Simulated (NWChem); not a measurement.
Everything below was run with NWChem. System: S, charge 1, spin multiplicity 4. Its SCF solution wasn't tested for a lower state. Level: ROCCSD(T)/def2-TZVP, 5 core orbitals frozen.

Job file:

```
start mol
memory heap 100 mb stack 700 mb global 1900 mb
charge 1
geometry units angstroms nocenter noautoz
  S      0.000000     0.000000     0.000000
  symmetry group D2h
end
basis spherical
  * library def2-tzvp
end
scf
  rohf
  nopen 3
  maxiter 100
  thresh 1e-7
  semidirect memsize 60000000 filesize 0
  # guess.movecs holds the orbitals of an unrestricted PBE0 run
  vectors input guess.movecs output mol.movecs
end
tce
  freeze core 5
  ccsd(t)
  2eorb
  2emet 13
  thresh 1e-6
  maxiter 100
  tilesize 24
end
task tce energy
```

NWChem printed:

```
             Northwest Computational Chemistry Package (NWChem) 7.3.0
             --------------------------------------------------------

                                NWChem Input Module
                                -------------------

 Scaling coordinates for geometry "geometry" by  1.889725989
 (inverse scale =  0.529177249)

                             Geometry "geometry" -> ""
                             -------------------------

 Output coordinates in angstroms (scale by  1.889725989 to convert to a.u.)

  No.       Tag          Charge          X              Y              Z
 ---- ---------------- ---------- -------------- -------------- --------------
    1 S                   16.0000     0.00000000     0.00000000     0.00000000

 Effective nuclear repulsion energy (a.u.)       0.0000000000

            Nuclear Dipole moment (a.u.)
            ----------------------------
        X                 Y               Z
 ---------------- ---------------- ----------------
     0.0000000000     0.0000000000     0.0000000000

      Symmetry information
      --------------------

 Group name             D2h
 Group number             26
 Group order               8
 No. of unique centers     1

      Symmetry unique atoms

     1


 Summary of "ao basis" -> "" (spherical)
 ------------------------------------------------------------------------------
       Tag                 Description            Shells   Functions and Types
 ---------------- ------------------------------  ------  ---------------------
 *                         def2-tzvp                  on all atoms

 Summary of "ao basis" -> "ao basis" (spherical)
 ------------------------------------------------------------------------------
       Tag                 Description            Shells   Functions and Types
 ---------------- ------------------------------  ------  ---------------------
 S                         def2-tzvp                13       37   5s5p2d1f

                                 NWChem SCF Module
                                 -----------------

  ao basis        = "ao basis"
  functions       =    37
  atoms           =     1
  closed shells   =     6
  open shells     =     3
  charge          =   1.00
  wavefunction    = ROHF
  use symmetry    = T
  symmetry adapt  = T

 Summary of "ao basis" -> "ao basis" (spherical)
 ------------------------------------------------------------------------------
       Tag                 Description            Shells   Functions and Types
 ---------------- ------------------------------  ------  ---------------------
 S                         def2-tzvp                13       37   5s5p2d1f

      Symmetry analysis of basis
      --------------------------

        ag          9
        au          1
        b1g         2
        b1u         7
        b2g         2
        b2u         7
        b3g         2
        b3u         7

 Forming initial guess at       0.1s

      Symmetry analysis of molecular orbitals - initial
      -------------------------------------------------

  Numbering of irreducible representations:

     1 ag          2 au          3 b1g         4 b1u         5 b2g
     6 b2u         7 b3g         8 b3u

  Orbital symmetries:

     1 ag          2 ag          3 b3u         4 b2u         5 b1u
     6 ag          7 b2u         8 b3u         9 b1u        10 ag
    11 b1g        12 b2g        13 b3g        14 ag         15 b3u
    16 b2u        17 b1u        18 ag         19 ag

 Starting SCF solution at       0.1s
[...]
   Bfn.  Coefficient  Atom+Function         Bfn.  Coefficient  Atom+Function
  ----- ------------  ---------------      ----- ------------  ---------------
    18      1.418877  1 S  px                15     -1.087398  1 S  px

 Vector   12  Occ=0.000000D+00  E= 1.318218D-01  Symmetry=b2u
              MO Center= -2.9D-41, -5.4D-24,  1.4D-41, r^2= 4.2D+00
   Bfn.  Coefficient  Atom+Function         Bfn.  Coefficient  Atom+Function
  ----- ------------  ---------------      ----- ------------  ---------------
    19      1.418877  1 S  py                16     -1.087398  1 S  py

 center of mass
 --------------
 x =   0.00000000 y =   0.00000000 z =   0.00000000

 moments of inertia (a.u.)
 ------------------
           0.000000000000           0.000000000000           0.000000000000
           0.000000000000           0.000000000000           0.000000000000
           0.000000000000           0.000000000000           0.000000000000

  Mulliken analysis of the total density
  --------------------------------------

    Atom       Charge   Shell Charges
 -----------   ------   -------------------------------------------------------
    1 S   16    15.00   2.01  0.49  1.47  1.31  0.72  4.16  1.70  0.77  1.88  0.48  0.00  0.00  0.00

 Mulliken analysis of the open-shell density
 -------------------------------------------

    Atom       Charge   Shell Charges
 -----------   ------   -------------------------------------------------------
    1 S   16     3.00  -0.00  0.00  0.00  0.00 -0.00  0.09 -0.06  0.60  1.89  0.48  0.00  0.00  0.00

       Multipole analysis of the density wrt the origin
       ------------------------------------------------

     L   x y z        total         open         nuclear
     -   - - -        -----         ----         -------
     0   0 0 0      1.000000     -3.000000     16.000000

     1   1 0 0      0.000000     -0.000000      0.000000
     1   0 1 0     -0.000000     -0.000000      0.000000
     1   0 0 1      0.000000      0.000000      0.000000

     2   2 0 0     -6.951707     -4.151083      0.000000
     2   1 1 0     -0.000000     -0.000000      0.000000
     2   1 0 1      0.000000      0.000000      0.000000
     2   0 2 0     -6.951707     -4.151083      0.000000
     2   0 1 1      0.000000     -0.000000      0.000000
     2   0 0 2     -6.951707     -4.151083      0.000000

                   NWChem Extensible Many-Electron Theory Module
                   ---------------------------------------------


            General Information
            -------------------
      Number of processors :     1
         Wavefunction type : Restricted open-shell Hartree-Fock
          No. of electrons :    15
           Alpha electrons :     9
            Beta electrons :     6
           No. of orbitals :    74
            Alpha orbitals :    37
             Beta orbitals :    37
        Alpha frozen cores :     5
         Beta frozen cores :     5
     Alpha frozen virtuals :     0
      Beta frozen virtuals :     0
         Spin multiplicity : quartet
    Number of AO functions :    37
       Number of AO shells :    13
        Use of symmetry is : on
      Symmetry adaption is : on
         Schwarz screening : 0.10D-09

          Correlation Information
          -----------------------
          Calculation type : Coupled-cluster singles & doubles w/ perturbation
   Perturbative correction : (T)
            Max iterations :      100
        Residual threshold : 0.10D-05
     T(0) DIIS level shift : 0.00D+00
     L(0) DIIS level shift : 0.00D+00
     T(1) DIIS level shift : 0.00D+00
     L(1) DIIS level shift : 0.00D+00
     T(R) DIIS level shift : 0.00D+00
     T(I) DIIS level shift : 0.00D+00
   CC-T/L Amplitude update :  5-th order DIIS
                I/O scheme : Global Array Library
        L-threshold :  0.10D-05
        EOM-threshold :  0.10D-05
 no EOMCCSD initial starts read in
 TCE RESTART OPTIONS
 SLICE:      F
 D4D5:       F
 quantumc:   F
 qrotation:  F
 pwtce:      F
 qducc:      F
 nacto:                         0
 nrotv:                         0
 nrot:                          0

            Memory Information
            ------------------
          Available GA space size is     249034062 doubles
          Available MA space size is     104853860 doubles

 Maximum block size supplied by input
 Maximum block size        24 doubles

 tile_dim =      6

 -------------------------------------------------

 Global array virtual files algorithm will be used

 Parallel file system coherency ......... OK

 4-electron integrals stored in orbital form

 v2    file size   =            29263
 4-index algorithm nr.  13 is used
 imaxsize =       30
 imaxsize ichop =        0


CCSD iterations
 ---------------------------------------------------------
 Iter          Residuum       Correlation     Cpu    Wall
 ---------------------------------------------------------
    1   0.0749844824751  -0.1027303160540     0.3     0.3
    2   0.0178752919784  -0.1059366112241     0.3     0.3
    3   0.0053916007492  -0.1076365743838     0.3     0.3
    4   0.0016652845825  -0.1079118579629     0.2     0.2
    5   0.0005286037424  -0.1080086093095     0.2     0.2
    6   0.0000574612842  -0.1080418954092     0.3     0.3
    7   0.0000129599377  -0.1080474981603     0.2     0.2
    8   0.0000040249678  -0.1080472816778     0.2     0.2
    9   0.0000011902136  -0.1080473930915     0.3     0.3
   10   0.0000003982043  -0.1080474098180     0.3     0.3
 -----------------------------------------------------------------
 Iterations converged
 CCSD correlation energy / hartree =        -0.108047409818001
 CCSD total energy / hartree       =      -397.270150601162698

 Singles contributions

 Doubles contributions
 CCSD(T)
 Using plain CCSD(T) code
             total no. of tasks         1089
 total no. of tasks / no. procs         1089
                         wl_min            1           1.0
                         wl_max          216           2.4
        thresh for no. of tasks         1089

 CCSD[T]  correction energy / hartree =        -0.003919051082032
 CCSD[T] correlation energy / hartree =        -0.111966460900032
 CCSD[T] total energy / hartree       =      -397.274069652244748
 CCSD(T)  correction energy / hartree =        -0.003916899037386
 CCSD(T) correlation energy / hartree =        -0.111964308855386
 CCSD(T) total energy / hartree       =      -397.274067500200090

 Task  times  cpu:        4.7s     wall:        4.7s

 Total times  cpu:        4.8s     wall:        4.8s
```
